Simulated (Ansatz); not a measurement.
**C4H6, singlet: the ladder up to RCCSDT(Q)**

Geometry: MP2(full)/6-31G*, from the G2/97 set.

```xyz
10

C     0.0000    0.0000    2.0720
C     0.0000    0.0000    0.6100
C     0.0000    0.0000   -0.6100
C     0.0000    0.0000   -2.0720
H     0.0000    1.0207    2.4646
H    -0.8839   -0.5103    2.4646
H     0.8839   -0.5103    2.4646
H     0.0000    1.0207   -2.4646
H     0.8839   -0.5103   -2.4646
H    -0.8839   -0.5103   -2.4646
```

Basis cc-pVDZ; Ansatz 0.2.0. Correlated methods freeze the noble-gas cores, which leaves 22 electrons in 82 orbitals. R marks a restricted (for open shells ROHF) determinant. Active spaces: frontier = (8e, 8o) about the gap.

Full CI isn't at hand for all of this; RCCSDT(Q) serves as the reference, and is uncertain by about the last step of the cluster series.

The UHF ⟨S²⟩ is 0.000, the T1 diagnostic (RCCSD) is 0.0100 and the largest doubles amplitude (RCCSD) is 0.060.

```
   level  E − E(RHF) (eV)
    RMP2         -14.6943
   RCCSD         -15.8139
RCCSD(T)         -16.3829
```

Q: Estimate how far RCCSDT(Q) in cc-pVDZ lies from RCCSD(T). The table doesn't fix it; the size of (T) and the diagnostics are the guide.

A: RCCSDT(Q) in cc-pVDZ lies 64 meV below RCCSD(T), which is 11 % of the (T) step (-569 meV). The diagnostics are small and the rest is a small part of (T), but (T) is large here. The miss exceeds 1 kcal/mol.

The other levels:

```
                    level  E − E(RCCSDT(Q)) (meV)  share of correlation (%)    wall time
                     CISD                    2942                     82.11         21 s
                  BCCD(T)                      63                     99.61          4 s
                   RCCSDT                      45                     99.73            –
  CASSCF (frontier space)                   13126                     20.19            –
  MRCISD (frontier space)                    1864                     88.66            –
MRCISD+Q (frontier space)                     308                     98.13  20 s (H100)
```

The correlation energy at RCCSDT(Q), counted from RHF, is -16.447 eV. That run took 30 s on 2 threads of AMD EPYC 7R13 with a shared H100 80 GB, shared host.

Times hold each run's SCF and search for its determinant on a shared host, so for small cases they say little of a method's own cost; rows without a card ran on 1 thread of AMD EPYC 7R13.

Atomization energy (electronic, same basis, no zero-point term; atoms at the same level, unrestricted beside the R rows where the molecule is a closed shell, with restricted open-shell steps beyond CCSDT(Q)) at RCCSDT(Q): 3900.9 kJ/mol. Errors of other levels:

```
   level  error (kJ/mol)
     RHF          -808.0
    RMP2            66.1
    CISD          -265.5
   RCCSD           -47.9
RCCSD(T)            -2.7
 BCCD(T)            -2.2
  RCCSDT            -4.1
```

This basis is far from its limit, so the value isn't to be set against a measured one. Truncated CI isn't size-consistent, which counts against it in atomization.
